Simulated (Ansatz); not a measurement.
`N[Si]N` → 4 H• + 2 N• + Si•  (atomization)

Calculated with Ansatz (gas phase, PBE0-D4/def2-TZVP geometries, no zero-point term in ΔE). CCSD(T)/CBS is frozen-core, at the limit of the def2 triple- and quadruple-zeta sets. Functionals use def2-TZVPP. Open shells (•) are unrestricted, without spin–orbit coupling. Spin–orbit coupling would lower the free atoms: a little for Si. Each species was taken in one conformer, which may not be the lowest.

Task: What is ΔE at CCSD(T)/CBS? (An estimate is asked.)

Result: Computed: +2405.9 kJ/mol.

Task: What do these levels give: PBE0-D4, HF/def2-QZVPP, HF/cc-pV(T+d)Z, CCSD(T)/cc-pV(T+d)Z, MP2/cc-pV(Q+d)Z, MP2/CBS(cc)? (An estimate is asked.)

Result: Computed: PBE0-D4 2388.6, HF/def2-QZVPP 1590.6, HF/cc-pV(T+d)Z 1579.1, CCSD(T)/cc-pV(T+d)Z 2310.1, MP2/cc-pV(Q+d)Z 2393.4, MP2/CBS(cc) 2431.6 kJ/mol.

Largest T1 diagnostic among the species: 0.013.

Leaving LDA and LC-ωPBE aside and taking each functional with its dispersion term where it has one, the values, not all of them listed here, spread over 124.5 kJ/mol, from BHLYP-D4 to PBE-D4. LDA lies +322.1 kJ/mol from PBE without D4, its usual overbinding. From BLYP to BHLYP (50 % exact exchange), in def2-TZVPP and without D4, ΔE moves by −97.5 kJ/mol: exact exchange takes away binding that semilocal exchange gives to molecules. The D4 term adds +17.9 kJ/mol with B3LYP and +9.1 kJ/mol with PBE0; it sums over pairs of atoms, weighted by their polarisabilities, and B3LYP, whose exchange is more repulsive, gets the larger term.

B3LYP here is the variant with VWN-RPA as its local correlation; programs differ in this.
